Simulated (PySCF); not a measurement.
# `CC[C@@H](C)CN`, C5H13N

Geometry (Å), atoms numbered from 1 in this order:
```xyz
19

C     2.223   -0.866   -0.193
C     1.324    0.325   -0.494
C    -0.042    0.309    0.196
C    -0.728    1.666    0.099
C    -0.948   -0.797   -0.348
N    -2.180   -0.896    0.411
H     2.404   -0.961    0.890
H     3.202   -0.758   -0.683
H     1.789   -1.816   -0.539
H     1.847    1.250   -0.199
H     1.168    0.412   -1.585
H     0.131    0.089    1.269
H    -0.154    2.446    0.624
H    -1.738    1.616    0.528
H    -0.825    1.975   -0.955
H    -0.375   -1.746   -0.395
H    -1.206   -0.545   -1.393
H    -2.808   -1.576   -0.009
H    -1.984   -1.230    1.353
```

Level of theory: quadratic response CAM-B3LYP/aug-cc-pVDZ first hyperpolarisability, Taylor convention, gas phase (PySCF). Geometry: PBE0-D3(BJ)/def2-SVP.

(1) Give the tensor of the second harmonic β(−2ω;ω,ω) at 1064 nm in the axes of these coordinates.

Results:

(1) In au, Taylor convention; rows are the first index (the induced dipole):
```
      xx    yy    zz    xy     xz    yz
x  -25.5  +5.0  -3.8  +2.9  +15.1  -0.6
y   +1.0  -9.4  -0.3  +7.1   -0.1  -6.7
z  +15.1  -6.0  +6.7  -0.9   -4.2  -0.1
```
Norm of βᵢ = ⅓ Σⱼ (βᵢⱼⱼ + βⱼᵢⱼ + βⱼⱼᵢ): 28.7 au, hyper-Rayleigh value 15.4 au.
